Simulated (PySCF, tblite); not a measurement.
# C₅H₁₁O radical: geometry, infrared bands and EPR parameters

What infrared bands and EPR parameters should C₅H₁₁O radical (`CC(C)CC[O]`) show?

Programs: tblite 0.8.0 and PySCF 2.14.0, with density-fitted response routines of our own. Each step states its level of theory. These are calculated values for one molecule in the gas phase, unless marked as measured. Atoms are numbered from 0 throughout.

## Step 1: The starting structure

17 atoms, charge 0, multiplicity 2; geometry from: force field or distance geometry start.

Bonds of the start (Å): C0–C1 1.53, C1–C2 1.51, C1–C3 1.55, C3–C4 1.54, C4–O5 1.32, C0–H6 1.09, C0–H7 1.09, C0–H8 1.10, C1–H9 1.09, C2–H10 1.09, C2–H11 1.11, C2–H12 1.09, C3–H13 1.10, C3–H14 1.10, C4–H15 1.10, C4–H16 1.10.

## Step 2: Geometry optimisation with GFN2-xTB

What the job is given:

```
{"job": {"kind": "relax", "xc": "GFN2-xTB", "basis": "xTB"}, "charge": 0, "multiplicity": 2}
C     -1.310200    -1.221800     0.746500
C     -0.449200    -0.321400    -0.147300
C     -1.115000     1.027500    -0.322400
C      0.966900    -0.196900     0.469300
C      1.981000     0.545000    -0.421800
O      3.158100     0.457800     0.161700
H     -0.872200    -2.209900     0.855700
H     -2.307100    -1.344600     0.311800
H     -1.438600    -0.791300     1.747900
H     -0.364800    -0.809500    -1.115200
H     -1.163800     1.589000     0.613300
H     -2.155800     0.901000    -0.681200
H     -0.605500     1.642800    -1.057000
H      0.896400     0.296600     1.451200
H      1.333600    -1.213300     0.679300
H      1.869100     0.104600    -1.419200
H      1.569900     1.556500    -0.585600
```

Command:

```console
> OMP_NUM_THREADS=1 python probes_run.py task.json out
```

This one command runs all jobs of the session in turn.

**Question.** This job is followed by: GFN2-xTB harmonic vibrations, gas phase; UKS B3LYP, pcH-1 on C H O, non-relativistic, mean-field spin-orbit, GIAO. What will the session give for the following? strongest single infrared mode (GFN2-xTB); zero-point energy (GFN2-xTB); g(iso) (B3LYP); ⟨S²⟩; largest a(iso) (averaged by class); potential on the surface of density 0.002 e/bohr³, 1st and 99th percentile; property runs in this session.

The runs gave:

```
                                                                  quantity                                            value
                                 strongest single infrared mode (GFN2-xTB)                             549 cm⁻¹, 171 km/mol
                                              zero-point energy (GFN2-xTB)                                    92.2 kcal/mol
                                                            g(iso) (B3LYP)                                          2.02002
                                                                      ⟨S²⟩                               0.754 (exact 0.75)
                                        largest a(iso) (averaged by class)                        1H on H15, H16, 244.6 MHz
potential on the surface of density 0.002 e/bohr³, 1st and 99th percentile                               -1.45 V and 1.06 V
                                             property runs in this session  1, of which 0 failed and 1 gave unsound results
```

The optimisation took 62 steps and gained 0.187 eV; among the close pairs (by a distance rule), C4–H15 changed most, from 1.096 to 1.121 Å. No mode is imaginary among the 45: a minimum at this level. The strongest single mode, at 549 cm⁻¹, is spread over many atoms; the largest shares are those of H16, C4. Unscaled tight-binding wavenumbers are off by several per cent, some by more. Its intensities can rank the bands wrongly. Most of the unpaired spin sits on O5 (0.84 e). The isotropic g lies 17.7 ppt above the free-electron value. These values are not to be trusted: the run shows nearly degenerate orbitals, where second-order g theory doesn't apply. These values are for one conformer; the search (at its own cheap level) found 2 more, at 0.11, 0.57 kcal/mol, and measured spectra average over such forms.
